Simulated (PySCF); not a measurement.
PySCF input (PBE/def2-SVPD):

```python
import numpy as np, basis_set_exchange as bse
from pyscf import gto, scf, dft, df

basis = {'C': gto.basis.parse(bse.get_basis('def2-SVPD', elements=['C'], fmt='nwchem')), 'H': gto.basis.parse(bse.get_basis('def2-SVPD', elements=['H'], fmt='nwchem')), 'O': gto.basis.parse(bse.get_basis('def2-SVPD', elements=['O'], fmt='nwchem'))}
mol = gto.M(
    atom='''
    O    -1.03161242   -0.43547658   -0.01906221
    C     0.00415137    0.42058817    0.00392352
    O     1.15861150    0.10574915    0.01788813
    H    -0.66969788   -1.33749408   -0.02206250
    H    -0.37120299    1.45178455    0.00791402
    ''',
    basis=basis,
    charge=0,
    verbose=4,
    max_memory=9888,
)
mf = dft.RKS(mol, xc='pbe')
mf.grids.level = 3
mf = mf.density_fit(auxbasis=df.autoaux(mol))
mf.conv_tol = 1e-9
mf.max_cycle = 100
print('smallest overlap eigenvalue', np.linalg.eigvalsh(mol.intor('int1e_ovlp'))[0])
mf.kernel()
dip = mf.dip_moment()
```

Output:

```
PySCF version 2.14.0

[INPUT] verbose = 4
[INPUT] num. atoms = 5
[INPUT] num. electrons = 24
[INPUT] charge = 0
[INPUT] spin (= nelec alpha-beta = 2S) = 0
[INPUT] symmetry False subgroup None
[INPUT] Mole.unit = angstrom
[INPUT] Symbol           X                Y                Z      unit          X                Y                Z       unit  Magmom
[INPUT]  1 O     -1.031612420000  -0.435476580000  -0.019062210000 AA   -1.949464940500  -0.822931469862  -0.036022356229 Bohr   0.0
[INPUT]  2 C      0.004151370000   0.420588170000   0.003923520000 AA    0.007844952342   0.794796452532   0.007414378244 Bohr   0.0
[INPUT]  3 O      1.158611500000   0.105749150000   0.017888130000 AA    2.189458419772   0.199836931406   0.033803666581 Bohr   0.0
[INPUT]  4 H     -0.669697880000  -1.337494080000  -0.022062500000 AA   -1.265545579402  -2.527497504427  -0.041692082623 Bohr   0.0
[INPUT]  5 H     -0.371202990000   1.451784550000   0.007914020000 AA   -0.701471987720   2.743475191375   0.014955330344 Bohr   0.0

nuclear repulsion = 70.2704581841113
number of shells = 34
number of NR pGTOs = 116
number of NR cGTOs = 82
basis = {'C': [[0, [1238.4016938, 0.0054568832082], [186.29004992, 0.040638409211], [42.251176346, 0.18025593888], [11.676557932, 0.46315121755], [3.5930506482, 0.44087173314]], [0, [0.40245147363, 1.0]], [0, [0.13090182668, 1.0]], [0, [0.067053540256, 1.0]], [1, [9.4680970621, 0.038387871728], [2.0103545142, 0.21117025112], [0.54771004707, 0.51328172114]], [1, [0.15268613795, 1.0]], [2, [0.8, 1.0]], [2, [0.1171318514, 1.0]]], 'H': [[0, [13.010701, 0.019682158], [1.9622572, 0.13796524], [0.44453796, 0.47831935]], [0, [0.12194962, 1.0]], [1, [0.8, 1.0]], [1, [0.1170409905, 1.0]]], 'O': [[0, [2266.1767785, -0.0053431809926], [340.87010191, -0.03989003923], [77.363135167, -0.17853911985], [21.47964494, -0.46427684959], [6.6589433124, -0.44309745172]], [0, [0.80975975668, 1.0]], [0, [0.25530772234, 1.0]], [0, [0.07657245325, 1.0]], [1, [17.721504317, 0.043394573193], [3.863550544, 0.23094120765], [1.0480920883, 0.51375311064]], [1, [0.27641544411, 1.0]], [1, [0.06900227635, 1.0]], [2, [1.2, 1.0]], [2, [0.17992024323, 1.0]]]}
ecp = {}
ETB for H: l = 0, exps = 0.234081981 * 1.8^n , n = 0..9
ETB for H: l = 1, exps = 0.234081981 * 2^n , n = 0..3
ETB for H: l = 2, exps = 0.234081981 * 2.2^n , n = 0..3
ETB for O: l = 0, exps = 0.1380045527 * 1.8^n , n = 0..15
ETB for O: l = 1, exps = 0.1380045527 * 1.8^n , n = 0..12
ETB for O: l = 2, exps = 0.1380045527 * 1.8^n , n = 0..11
ETB for O: l = 3, exps = 0.24892251958 * 2.2^n , n = 0..4
ETB for C: l = 0, exps = 0.134107080512 * 1.8^n , n = 0..14
ETB for C: l = 1, exps = 0.219739678206 * 1.8^n , n = 0..10
ETB for C: l = 2, exps = 0.184185391656 * 1.8^n , n = 0..10
ETB for C: l = 3, exps = 0.2342637028 * 2.2^n , n = 0..3
smallest overlap eigenvalue 0.00037253204835875197

******** <class 'pyscf.df.df_jk.DFRKS'> ********
method = DFRKS
initial guess = minao
damping factor = 0
level_shift factor = 0
DIIS = <class 'pyscf.scf.diis.CDIIS'>
diis_start_cycle = 1
diis_space = 8
diis_damp = 0
SCF conv_tol = 1e-09
SCF conv_tol_grad = None
SCF max_cycles = 100
direct_scf = False
XC library pyscf.dft.libxc version 7.1.2
    S. Lehtola, C. Steigemann, M. J. T. Oliveira, and M. A. L. Marques,  SoftwareX 7, 1–5 (2018)
XC functionals = pbe
    J. P. Perdew, K. Burke, and M. Ernzerhof,  Phys. Rev. Lett. 77, 3865 (1996)
    J. P. Perdew, K. Burke, and M. Ernzerhof,  Phys. Rev. Lett. 78, 1396 (1997)
    J. P. Perdew, K. Burke, and M. Ernzerhof,  Phys. Rev. Lett. 77, 3865 (1996)
    J. P. Perdew, K. Burke, and M. Ernzerhof,  Phys. Rev. Lett. 78, 1396 (1997)
radial grids:
    Treutler-Ahlrichs [JCP 102, 346 (1995); DOI:10.1063/1.469408] (M4) radial grids

becke partition: Becke, JCP 88, 2547 (1988); DOI:10.1063/1.454033
pruning grids: <function nwchem_prune>
grids dens level: 3
symmetrized grids: False
atomic radii adjust function: <function treutler_atomic_radii_adjust>
small_rho_cutoff = 0
Set gradient conv threshold to 3.16228e-05
Initial guess from minao.
tot grids = 61904
init E= -189.78179886283
  HOMO = -0.362252522795775  LUMO = -0.0949889309334275  gap/eV = 7.27261
cycle= 1 E= -189.282350655301  delta_E= 0.499  |g|= 0.904  |ddm|= 2.64
  HOMO = -0.100974684378564  LUMO = 0.00567355118472568  gap/eV = 2.90205
cycle= 2 E= -188.394821550234  delta_E= 0.888  |g|= 2.22  |ddm|= 3.23
  HOMO = -0.27368166739598  LUMO = -0.0512404537809927  gap/eV = 6.05293
cycle= 3 E= -189.382749846698  delta_E= -0.988  |g|= 0.528  |ddm|= 2.81
  HOMO = -0.258599950903012  LUMO = -0.0557656565786875  gap/eV = 5.51940
cycle= 4 E= -189.435827896311  delta_E= -0.0531  |g|= 0.131  |ddm|= 0.432
  HOMO = -0.260956770058289  LUMO = -0.0618726071621283  gap/eV = 5.41736
cycle= 5 E= -189.438869048822  delta_E= -0.00304  |g|= 0.0302  |ddm|= 0.112
  HOMO = -0.256821023986622  LUMO = -0.0565614276557915  gap/eV = 5.44934
cycle= 6 E= -189.439083994085  delta_E= -0.000215  |g|= 0.00802  |ddm|= 0.0358
  HOMO = -0.258029452691745  LUMO = -0.0576175500994829  gap/eV = 5.45349
cycle= 7 E= -189.43909940985  delta_E= -1.54e-05  |g|= 0.00122  |ddm|= 0.00806
  HOMO = -0.258062318653649  LUMO = -0.0575720186324005  gap/eV = 5.45562
cycle= 8 E= -189.439099736949  delta_E= -3.27e-07  |g|= 0.00024  |ddm|= 0.00147
  HOMO = -0.258079709838713  LUMO = -0.0575946008053023  gap/eV = 5.45548
cycle= 9 E= -189.439099751496  delta_E= -1.45e-08  |g|= 2.42e-05  |ddm|= 0.000259
  HOMO = -0.258078104875917  LUMO = -0.0575930517926193  gap/eV = 5.45548
cycle= 10 E= -189.439099751599  delta_E= -1.02e-10  |g|= 8.68e-06  |ddm|= 2.98e-05
  HOMO = -0.258080115496925  LUMO = -0.057593642515255  gap/eV = 5.45551
Extra cycle  E= -189.439099751492  delta_E= 1.07e-10  |g|= 2.5e-05  |ddm|= 2.45e-05
converged SCF energy = -189.439099751492
Dipole moment(X, Y, Z, Debye): -1.47564, -0.35046, -0.02476
```
